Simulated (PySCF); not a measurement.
Gas-phase reaction: H₃SiN(CH₃)₂ + C₄H₆ (butadiene) → (CH₃)₂Si + C₃H₆ (propylene) + CH₂NH

Computed with PySCF and rigid-rotor harmonic-oscillator thermochemistry at 1 bar. † marks an energy on the PBE0/def2-TZVP geometry and frequencies. MP2 freezes the core. All species are closed-shell singlets. No R ln 2 is added for the mirror-image form of (CH₃)₂Si. (CH₃)₂Si, CH₂NH: computed as isolated molecules; such fragments, hydroxides, amides, oligomers or adducts are transient or little studied in the gas. MP2 isn't extrapolated to the basis-set limit; its ΔH°(298 K) is 186.3 kJ in def2-SVP and 180.2 kJ in def2-TZVPP. The harmonic model lacks anharmonicity and excited electronic states, which grow with temperature; levels with a mode under 35 cm⁻¹ are left out. Internal rotation in H₃SiN(CH₃)₂, C₄H₆ (butadiene), (CH₃)₂Si, C₃H₆ (propylene) is treated as a harmonic vibration of one conformer, which makes the entropy rough.

```json
[
 {"level": "BLYP/def2-TZVP†", "ΔE electronic, kJ": "138", "ΔH°(298 K), kJ": "139", "ΔS°(298 K), J/K": "184", "ΔG°(2000 K), kJ": "-211"},
 {"level": "HF/def2-TZVP†", "ΔE electronic, kJ": "167", "ΔH°(298 K), kJ": "168", "ΔS°(298 K), J/K": "184", "ΔG°(2000 K), kJ": "-182"},
 {"level": "MP2/def2-TZVPP†", "ΔE electronic, kJ": "179", "ΔH°(298 K), kJ": "180", "ΔS°(298 K), J/K": "184", "ΔG°(2000 K), kJ": "-170"},
 {"level": "PBE0/def2-SVP†", "ΔE electronic, kJ": "180", "ΔH°(298 K), kJ": "181", "ΔS°(298 K), J/K": "184", "ΔG°(2000 K), kJ": "-169"},
 {"level": "r2SCAN/def2-TZVP†", "ΔE electronic, kJ": "180", "ΔH°(298 K), kJ": "181", "ΔS°(298 K), J/K": "184", "ΔG°(2000 K), kJ": "-170"},
 {"level": "LDA/def2-TZVP†", "ΔE electronic, kJ": "207", "ΔH°(298 K), kJ": "209", "ΔS°(298 K), J/K": "184", "ΔG°(2000 K), kJ": "-142"}
]
```
ΔH° is lowest at BLYP/def2-TZVP† and highest at LDA/def2-TZVP†. No reference value is set beside these.
